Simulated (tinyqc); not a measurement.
Inside a calculation (part 2 of 2). Method: UHF in the sto-3g basis, for BH, spin multiplicity 3. This run ends on a higher stationary point, not on the lowest solution. Computed by tinyqc, a small Python program that keeps every step (integrals from PySCF). Command: `OMP_NUM_THREADS=1 python tinyqc.py 23891 23892 out.jsonl` (the two numbers bound the seeds that draw the settings). One thread of a shared host (Intel(R) Xeon(R) Processor @ 2.60GHz), about 0.1 s of CPU time with the checks.

Geometry (angstrom):
```
atom       x       y       z
B     0.0000  0.0000  0.0000
H     0.0000  0.0000  1.2200
```

## Iteration 60 (converged): orbitals

converged F(alpha) (hartree):
```
          1B 1s    1B 2s   1B 2px   1B 2py   1B 2pz    2H 1s
1B 1s   -7.2642  -2.1616   0.0000   0.0000   0.0114  -0.5043
1B 2s   -2.1616  -1.0984   0.0000   0.0000  -0.1001  -0.5465
1B 2px   0.0000   0.0000  -0.2209   0.0000   0.0000   0.0000
1B 2py   0.0000   0.0000   0.0000  -0.2209   0.0000   0.0000
1B 2pz   0.0114  -0.1001   0.0000   0.0000   0.1862  -0.1802
2H 1s   -0.5043  -0.5465   0.0000   0.0000  -0.1802  -0.1346
```

converged F(beta) (hartree):
```
          1B 1s    1B 2s  1B 2px  1B 2py   1B 2pz    2H 1s
1B 1s   -7.1885  -2.1120  0.0000  0.0000   0.0100  -0.4964
1B 2s   -2.1120  -0.6172  0.0000  0.0000  -0.1830  -0.4963
1B 2px   0.0000   0.0000  0.4606  0.0000   0.0000   0.0000
1B 2py   0.0000   0.0000  0.0000  0.4606   0.0000   0.0000
1B 2pz   0.0100  -0.1830  0.0000  0.0000   0.1559  -0.3774
2H 1s   -0.4964  -0.4963  0.0000  0.0000  -0.3774  -0.4884
```

X:
```
          1B 1s    1B 2s  1B 2px  1B 2py   1B 2pz    2H 1s
1B 1s    1.0303  -0.1541  0.0000  0.0000  -0.0130   0.0279
1B 2s   -0.1541   1.1559  0.0000  0.0000   0.1286  -0.3376
1B 2px   0.0000   0.0000  1.0000  0.0000   0.0000   0.0000
1B 2py   0.0000   0.0000  0.0000  1.0000   0.0000   0.0000
1B 2pz  -0.0130   0.1286  0.0000  0.0000   1.1300  -0.3428
2H 1s    0.0279  -0.3376  0.0000  0.0000  -0.3428   1.2522
```

Diagonalise F' = X^T F X, C = X C', fill 4 alpha and 2 beta electrons from the bottom; D(s) = C_occ C_occ^T. Each column has its largest component positive (the first on a tie).

F' = X^T F X (alpha) (hartree):
```
         1        2        3        4        5        6
1  -7.0761  -1.1409   0.0000   0.0000  -0.0014  -0.0543
2  -1.1409  -0.5229   0.0000   0.0000   0.0627  -0.4302
3   0.0000   0.0000  -0.2209   0.0000   0.0000   0.0000
4   0.0000   0.0000   0.0000  -0.2209   0.0000   0.0000
5  -0.0014   0.0627   0.0000   0.0000   0.3637  -0.3527
6  -0.0543  -0.4302   0.0000   0.0000  -0.3527   0.2789
```

orbital energies (alpha) (hartree): MO1 -7.2712, MO2 -0.5532, MO3 -0.2209, MO4 -0.2209, MO5 0.0886, MO6 0.7793

coefficients C (alpha):
```
            MO1      MO2      MO3     MO4      MO5      MO6
1B 1s    0.9902  -0.2770   0.0000  0.0000   0.1269   0.1135
1B 2s    0.0363   0.8609   0.0000  0.0000  -0.5463  -0.6703
1B 2px   0.0000   0.0000  -0.5055  0.8628   0.0000   0.0000
1B 2py   0.0000   0.0000   0.8628  0.5055   0.0000   0.0000
1B 2pz   0.0026   0.0900   0.0000  0.0000   0.6239  -1.0069
2H 1s   -0.0081   0.2711   0.0000  0.0000   0.5257   1.2043
```

F' = X^T F X (beta) (hartree):
```
         1        2       3       4        5        6
1  -7.0005  -1.1725  0.0000  0.0000   0.0045  -0.0562
2  -1.1725   0.0175  0.0000  0.0000   0.0401  -0.4045
3   0.0000   0.0000  0.4606  0.0000   0.0000   0.0000
4   0.0000   0.0000  0.0000  0.4606   0.0000   0.0000
5   0.0045   0.0401  0.0000  0.0000   0.4155  -0.4628
6  -0.0562  -0.4045  0.0000  0.0000  -0.4628  -0.1173
```

orbital energies (beta) (hartree): MO1 -7.1932, MO2 -0.5293, MO3 0.2479, MO4 0.4606, MO5 0.4606, MO6 0.7898

coefficients C (beta):
```
            MO1      MO2      MO3     MO4      MO5      MO6
1B 1s    0.9923  -0.1280  -0.2517  0.0000   0.0000   0.1480
1B 2s    0.0287   0.2553   0.9157  0.0000   0.0000  -0.7653
1B 2px   0.0000   0.0000   0.0000  0.3334   0.9428   0.0000
1B 2py   0.0000   0.0000   0.0000  0.9428  -0.3334   0.0000
1B 2pz   0.0016   0.2079  -0.4944  0.0000   0.0000  -1.0599
2H 1s   -0.0055   0.7587  -0.2513  0.0000   0.0000   1.0777
```

D(alpha) after iteration 60:
```
          1B 1s    1B 2s  1B 2px  1B 2py   1B 2pz    2H 1s
1B 1s    1.0573  -0.2025  0.0000  0.0000  -0.0224  -0.0832
1B 2s   -0.2025   0.7425  0.0000  0.0000   0.0776   0.2331
1B 2px   0.0000   0.0000  1.0000  0.0000   0.0000   0.0000
1B 2py   0.0000   0.0000  0.0000  1.0000   0.0000   0.0000
1B 2pz  -0.0224   0.0776  0.0000  0.0000   0.0081   0.0244
2H 1s   -0.0832   0.2331  0.0000  0.0000   0.0244   0.0736
```

D(beta) after iteration 60:
```
          1B 1s    1B 2s  1B 2px  1B 2py   1B 2pz    2H 1s
1B 1s    1.0010  -0.0042  0.0000  0.0000  -0.0250  -0.1026
1B 2s   -0.0042   0.0660  0.0000  0.0000   0.0531   0.1936
1B 2px   0.0000   0.0000  0.0000  0.0000   0.0000   0.0000
1B 2py   0.0000   0.0000  0.0000  0.0000   0.0000   0.0000
1B 2pz  -0.0250   0.0531  0.0000  0.0000   0.0432   0.1578
2H 1s   -0.1026   0.1936  0.0000  0.0000   0.1578   0.5757
```

Within a degenerate level the vectors are fixed only up to a rotation; this is one choice.

## Convergence

Stop when the energy changes by less than 1e-10 hartree and every element of the error matrix X^T (F D S - S D F) X (for each spin) is below 3e-06.

Course of the cycle:
```
iteration  E (hartree)     change  largest element of the error matrix
1           -24.472190          -                             1.32e-01
2           -24.506113  -3.39e-02                             8.70e-02
3           -24.532775  -2.67e-02                             6.32e-02
4           -24.552337  -1.96e-02                             4.80e-02
5           -24.566140  -1.38e-02                             3.81e-02
6           -24.575694  -9.55e-03                             3.39e-02
7           -24.582270  -6.58e-03                             2.99e-02
8           -24.586814  -4.54e-03                             2.60e-02
9           -24.589978  -3.16e-03                             2.25e-02
10          -24.592203  -2.23e-03                             1.93e-02
11          -24.593781  -1.58e-03                             1.66e-02
12          -24.594907  -1.13e-03                             1.41e-02
13          -24.595713  -8.06e-04                             1.20e-02
14          -24.596292  -5.79e-04                             1.02e-02
...                ...        ...                                  ...
47          -24.597745  -5.50e-09                             2.94e-05
48          -24.597745  -3.85e-09                             2.46e-05
49          -24.597745  -2.69e-09                             2.06e-05
50          -24.597745  -1.88e-09                             1.72e-05
51          -24.597745  -1.32e-09                             1.44e-05
52          -24.597745  -9.22e-10                             1.20e-05
53          -24.597745  -6.45e-10                             1.01e-05
54          -24.597745  -4.51e-10                             8.42e-06
55          -24.597745  -3.15e-10                             7.04e-06
56          -24.597745  -2.21e-10                             5.89e-06
57          -24.597745  -1.54e-10                             4.92e-06
58          -24.597745  -1.08e-10                             4.12e-06
59          -24.597745  -7.55e-11                             3.44e-06
60          -24.597745  -5.28e-11                             2.88e-06
```

PySCF UHF in the same basis, after a stability check = -24.748945 hartree

Converged in 60 iterations. But the solution lies 0.15120 hartree above the reference: it is another stationary point, not the lowest one. Reruns (cap 100 unless said): DIIS 8: converged in 10 to a higher stationary point; level shift 0.5: converged in 51 to a higher stationary point; atomic densities as start, DIIS 8: converged in 10.

## Populations, bond orders and dipole

overlap S:
```
         1B 1s   1B 2s  1B 2px  1B 2py  1B 2pz   2H 1s
1B 1s   1.0000  0.2693  0.0000  0.0000  0.0000  0.0621
1B 2s   0.2693  1.0000  0.0000  0.0000  0.0000  0.4605
1B 2px  0.0000  0.0000  1.0000  0.0000  0.0000  0.0000
1B 2py  0.0000  0.0000  0.0000  1.0000  0.0000  0.0000
1B 2pz  0.0000  0.0000  0.0000  0.0000  1.0000  0.4779
2H 1s   0.0621  0.4605  0.0000  0.0000  0.4779  1.0000
```

Mulliken: Z minus the diagonal of D S on the atom; Loewdin: the same with S^(1/2) D S^(1/2); Mayer order: 2 sum_s sum (D(s) S)_ij (D(s) S)_ji over the two atoms.

Charges (e):
```
atom  Mulliken  Loewdin  Mulliken spin
1B     -0.0788  -0.0867         2.5465
2H      0.0788   0.0867        -0.5465
```

Mayer bond orders:
```
pair   order
2-1   0.6952
```

dipole moment about the origin, x y z (debye): 0.0000  0.0000  -0.7483

<S^2> of the determinant (pure state: 2) = 2.3472
